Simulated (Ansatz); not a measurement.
Basis-set series for the O atom. Charge 0, multiplicity 3. A free atom.

```json
{"functional": "PBE0", "basis": "def2-SVP", "functions": "14", "energy (Eh)": "-74.92490", "HOMO (eV)": "-8.97", "LUMO (eV)": "-3.72"}
{"functional": "PBE0", "basis": "def2-QZVPP", "functions": "57", "energy (Eh)": "-75.02237", "HOMO (eV)": "-9.46", "LUMO (eV)": "-4.26"}
{"functional": "ωB97M-V", "basis": "def2-SVP", "functions": "14", "energy (Eh)": "-74.98020", "HOMO (eV)": "-11.46", "LUMO (eV)": "-1.22"}
{"functional": "ωB97M-V", "basis": "def2-QZVPP", "functions": "57", "energy (Eh)": "-75.08077", "HOMO (eV)": "-11.98", "LUMO (eV)": "-1.99"}
```

Question: Give the rows for def2-TZVPP. (Best estimate.)

Answer: Ansatz gave: 
| functional | basis | functions | energy (Eh) | HOMO (eV) | LUMO (eV) |
| --- | --- | --- | --- | --- | --- |
| PBE0 | def2-TZVPP | 31 | -75.01860 | -9.39 | -4.18 |
| ωB97M-V | def2-TZVPP | 31 | -75.07717 | -11.91 | -1.86 |

HOMO and LUMO are taken over both spins.
